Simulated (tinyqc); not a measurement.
Born-Oppenheimer dynamics on the UHF/sto-6g surface (energies and gradients from PySCF), for OH+, spin multiplicity 3, step by step. Computed by tinyqc, a small Python program that keeps every step (integrals from PySCF). Settings: charge = 1, multiplicity = 3, basis = sto-6g, time step (fs) = 0.2, steps = 16. Command: `OMP_NUM_THREADS=1 python tinyqc.py 23180 23181 out.jsonl` (the two numbers bound the seeds that draw the settings). One thread of a shared host (Intel(R) Xeon(R) Processor @ 2.60GHz), about 2 s of CPU time with the checks.

positions (bohr):
```
           x         y         z
1O  0.000000  0.000000  0.000000
2H  0.000000  0.000000  1.782012
```

The total energy should stay constant up to terms of order dt^2; the step counts as short enough if it moves by less than 2 % of the largest kinetic energy.

Trajectory:
```
time (fs)  1O-2H (angstrom)  potential (hartree)  kinetic (hartree)  total (hartree)
0.000000           0.943000         -74.73568473         0.00205133     -74.73363340
0.200000           0.945257         -74.73640129         0.00276132     -74.73363998
0.400000           0.951038         -74.73816097         0.00450545     -74.73365552
0.600000           0.960135         -74.74071874         0.00704221     -74.73367653
0.800000           0.972239         -74.74374018         0.01004143     -74.73369876
1.000000           0.986960         -74.74686592         0.01314750     -74.73371842
1.200000           1.003859         -74.74976977         0.01603673     -74.73373304
1.400000           1.022476         -74.75219836         0.01845673     -74.73374163
1.600000           1.042351         -74.75398856         0.02024411     -74.73374444
1.800000           1.063044         -74.75506603         0.02132352     -74.73374251
2.000000           1.084150         -74.75543141         0.02169424     -74.73373717
2.200000           1.105300         -74.75514096         0.02141120     -74.73372976
2.400000           1.126169         -74.75428681         0.02056540     -74.73372141
2.600000           1.146476         -74.75297977         0.01926681     -74.73371296
2.800000           1.165980         -74.75133615         0.01763118     -74.73370497
3.000000           1.184476         -74.74946852         0.01577073     -74.73369779
3.200000           1.201796         -74.74747995         0.01378838     -74.73369157
```

Is the time step short enough?

Yes. The total energy moves within 1.1e-04 hartree, under 2 % of the largest kinetic energy.
